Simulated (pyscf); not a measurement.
HO–Si(SiH₂•)(SiH₃)–SiH₃ + hydrogen (H₂) → H₃Si–Si•(SiH₃)–SiH₃ + water (H₂O) (concerted two-bond exchange; doublet surface; O–Si, H–H broken, H–Si, H–O formed). PySCF, gas phase, ωB97X-D3(BJ)/def2-SVP geometries. Energies in kJ/mol from the separated reactants.

```
level                   barrier  reaction energy
----------------------  -------  ---------------
ωB97X-D3(BJ)/def2-TZVP    197.6            +24.6
PBE/def2-TZVP             159.0            +24.6
r²SCAN/def2-TZVP          179.1            +32.0
B3LYP-D3(BJ)/def2-TZVP      [?]            +32.5
ωB97M-D3(BJ)/def2-TZVP    189.9            +25.9
HF/def2-TZVP                [?]              [?]
```

**Question.** What belongs in the gaps?

**Answer.** 
- B3LYP-D3(BJ)/def2-TZVP, barrier: 188.5
- HF/def2-TZVP, barrier: 294.1
- HF/def2-TZVP, reaction energy: +15.6

The functionals in the table span 38.6 kJ/mol in this barrier, from PBE to ωB97X-D3(BJ)/def2-TZVP. On the product side the descent ends in a complex (not fully relaxed), 18.1 kJ/mol under the separated species and 191.1 kJ/mol under the saddle at ωB97X-D3(BJ)/def2-TZVP. HO–Si(SiH₂•)(SiH₃)–SiH₃ lies 110.0 kJ/mol over its isomer H₃Si–O–Si•(SiH₃)–SiH₃ (electronic energy, ωB97M-D3(BJ)/def2-TZVP). This is the saddle that the search found; another between the same sides may lie lower.
